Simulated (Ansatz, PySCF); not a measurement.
**Band gap of rock-salt LiF: levels of theory against measurement**

Reference value: 15.35 eV (measured, zero-point renormalisation of 1.15 eV added back here (the table's ZPR column); inputs from Chen et al. (2018), doi:10.1103/physrevmaterials.2.073803).

Question: Which of these levels comes closest to the reference?
A) PBE (Ansatz (a program for electronic structure))
B) G0W0@PBE (PySCF)
C) PBE-D3(BJ) (Ansatz)
D) LDA (Ansatz)

Answer: B, G0W0@PBE (PySCF)

```tsv
level (code)	value (eV)	cell (Å³/atom)	error (eV)
LDA (Ansatz)	8.85 (direct)	8.16	-6.50
PBE (Ansatz)	9.10 (direct)	8.16	-6.25
PBE-D3(BJ) (Ansatz)	9.27 (direct)	8.00	-6.08
G0W0@PBE (PySCF)	13.50 ± 0.06	8.16	-1.85
```

Of the ranked levels G0W0@PBE (-1.85 eV) comes nearest. Farthest off among them: LDA (-6.50 eV). Every ranked level misses the reference by more than 0.3 eV. Even the nearest is off by 1.85 eV. All 4 levels lie below the reference.

Density-functional gaps are differences of (generalised) Kohn–Sham levels of a static lattice; semilocal ones lie below quasiparticle gaps as a rule. Measured gaps hold zero-point and thermal shifts unless a correction is named.  A ± on a computed value is a rough bar: the spread of its extrapolation, a floor set from checks against published values, or a statistical error. Values are at the measured cell; PBE-D3(BJ) at the level's own relaxed cell. Ansatz's density-functional and Hartree–Fock values are scalar-relativistic unless marked +SOC, with PAW data made under PBE.

Differences are worked out from the printed values.
